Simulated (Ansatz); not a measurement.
Scan of [H···H···Cl], doublet

Starting geometry:

```csv
atom,x (Å),y (Å),z (Å)
H,0.0000,0.0000,-1.1410
H,0.0000,0.0000,-0.3960
Cl,0.0000,0.0000,1.5370
```

From there H2 is moved from one fragment to the other while all else, the fragments' distance too, stays fixed, so the hump isn't the reaction's barrier; atoms are numbered as listed. Energies are in kJ/mol, counted from the starting geometry at the same level.

Basis cc-pVDZ; Ansatz 0.2.0. Correlated methods freeze the noble-gas cores. R marks a restricted (for open shells ROHF) determinant, U an unrestricted one. Active spaces: valence = (9e, 6o) chosen from the atoms' valence shells.

Runs in a small pair space aren't shown, since their orbitals change along the scan.

Full CI is exact within this basis and frozen core; it isn't the basis-set limit. The frozen core follows each run's orbitals, which can shift R against U totals by a few meV.

| distance H1-H2 (Å) | full CI | unpaired electrons (full CI) | error RMP2 | error RCCSD | error UCCSD(T) | error UCCSDT | error RCCSDT(Q) | error MRCISD (valence space) |
| --- | --- | --- | --- | --- | --- | --- | --- | --- |
| 0.693 | 7.6 | 1.02 | -1.3 | -0.3 | -0.1 | 0.0 | 0.0 | -0.3 |
| 0.745 | 0.0 | 1.02 | 0.0 | 0.0 | 0.0 | 0.0 | 0.0 | 0.0 |
| 0.828 | 5.8 | 1.03 | 2.7 | 0.7 | 0.2 | 0.0 | 0.0 | 0.5 |
| 0.912 | 22.1 | 1.03 | 5.9 | 1.9 | 0.4 | 0.1 | 0.0 | 1.0 |
| 0.995 | 37.6 | 1.04 | 6.1 | 3.4 | 0.7 | 0.2 | 0.0 | 1.3 |
| 1.078 | 44.6 | 1.04 | -0.6 | 5.2 | 0.9 | 0.4 | 0.0 | 1.4 |
| 1.161 | 40.3 | 1.04 | -3.1 | 5.0 | 0.8 | 0.4 | 0.0 | 1.3 |
| 1.245 | 28.6 | 1.04 | -9.1 | 4.0 | 0.6 | 0.4 | 0.0 | 0.9 |
| 1.328 | 17.5 | 1.03 | -13.5 | 3.1 | 0.4 | 0.3 | 0.0 | 0.3 |

Unpaired electrons are Σ n²(2−n)² over natural occupations. Errors are those of relative energies. In total energy the starting point itself misses full CI by: RMP2 68.7, RCCSD 5.7, UCCSD(T) 1.2, UCCSDT 0.4, RCCSDT(Q) 0.0, MRCISD (valence space) 21.1 kJ/mol.

Spread of the error over the points with a reference, to 1.328 Å (largest less smallest): RCCSDT(Q) 0.0, UCCSDT 0.4, UCCSD(T) 0.9, MRCISD (valence space) 1.8, RCCSD 5.6, RMP2 19.6 kJ/mol.
